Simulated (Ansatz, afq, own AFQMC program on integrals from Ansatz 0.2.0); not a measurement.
Integrals from Ansatz 0.2.0, then the random walk in our own AFQMC program (afq).

```yaml
crystal:
  periodic: [false, false, false]
  atoms:
    - {symbol: Te, position_ang: [0.000000, 0.000000, 0.000000]}
basis:
  gaussian: {orbitals: def2-SVP}
magnetization: {spin_polarized: false, initial_magnetization: 4}
correlation: {method: ccsd_t, electrons: outside_noble_gas, hamiltonian_folder: ham}
```

```sh
$ ansatz run in.yaml --threads 1 --pin off --events-out ev --progress --plain --max-ram 1382MiB
```

afq runs on the folder ham with

```
--method phaseless --trial hf --walkers 400 --populations 1 --least-time 40 --time-step 0.005 --steps-per-block 20 --equilibration-blocks 112 --max-blocks 600 --target-error 0.00087 --factor-cut 1e-05 --start spin_pure --seed 7206 --taylor-order 6
```

Times are imaginary, in 1/Eh. The walk had a cap of 539 s. Filled inner d shells are frozen with the cores. Core potentials past Kr, no spin–orbit coupling.

Log:

```
orbitals 17  electrons 5 1  factors 99 of 146
reference energy -266.64407047 Eh
CCSD correlation -0.07874035 Eh in 8 cycles, weight of the determinant in the CISD state 0.9381
energy of the start -266.644070 Eh
 block  time / (1/Eh)  mean weight  energy / Eh
     1     0.100  1.0001  -266.654076
     2     0.200  1.0001  -266.663259
     3     0.300  1.0002  -266.671403
     4     0.400  0.9997  -266.676929
     5     0.500  1.0005  -266.681600
     7     0.700  1.0008  -266.690036
     9     0.900  1.0006  -266.694085
    13     1.300  1.0001  -266.707712
    37     3.700  1.0001  -266.721788
    61     6.100  1.0000  -266.725981
    85     8.500  0.9999  -266.741698
   109    10.900  0.9995  -266.717022
   133    13.300  0.9994  -266.719101
   157    15.700  1.0002  -266.723116
   181    18.100  1.0000  -266.720508
   205    20.500  0.9997  -266.725335
   229    22.900  0.9997  -266.716538
   253    25.300  1.0000  -266.727421
   277    27.700  0.9999  -266.717676
   301    30.100  1.0005  -266.723043
   325    32.500  1.0000  -266.726095
   349    34.900  0.9996  -266.738915
   373    37.300  0.9999  -266.715111
   397    39.700  1.0003  -266.726671
   421    42.100  1.0001  -266.721893
   445    44.500  1.0001  -266.720719
   469    46.900  1.0001  -266.726246
   493    49.300  1.0001  -266.724117
   505    50.500  0.9997  -266.720840
blocks merged  error / Eh  count
     1  0.000269  400
     2  0.000367  200
     4  0.000492  100
     8  0.000645  50
    16  0.000783  25
    32  0.000954  12
energy -266.723465 +/- 0.000783 Eh
(rows thinned)
```

The run passed its tests (sampling time, drift between the halves within three errors, error under three times the target), which doesn't prove that it has relaxed.

Against this walk (error 21.3 meV) on the same determinant: CCSD(T) 12.1 meV lower (within the noise), CCSDT(Q) 23.4 meV lower (within the noise), CCSDTQ 24.6 meV lower (within the noise), full CI 24.8 meV lower (within the noise), a separate phaseless walk with a CISD trial and standard settings 24.1 ± 21.4 meV lower (within the noise). The error is statistical and leaves out the bias of the constraint.

Cautions: constraint bias not in the error; no spin-orbit coupling; inner d shell frozen; another spin lies lower (by 9.42 eV); in this basis the state lies above a state of the ion, a sign that the basis lacks the diffuse functions it needs, so its energy is an artefact of the basis; CCSDTQ on the UHF determinant differs (29 meV lower), by its state or its frozen core.

The walk took 120 s on 1 thread of Arm Neoverse V1 (shared host). The log's last line is the phaseless energy.

CCSDT and higher add their correlation energy to the determinant of the CCSD(T) run, since their own runs factorise the integrals more tightly (a shift of under 2 meV). A walk keeps the symmetry of its determinant, which the program's search chose and which needn't be the lowest solution, so a lower state of the same spin and another symmetry isn't excluded.
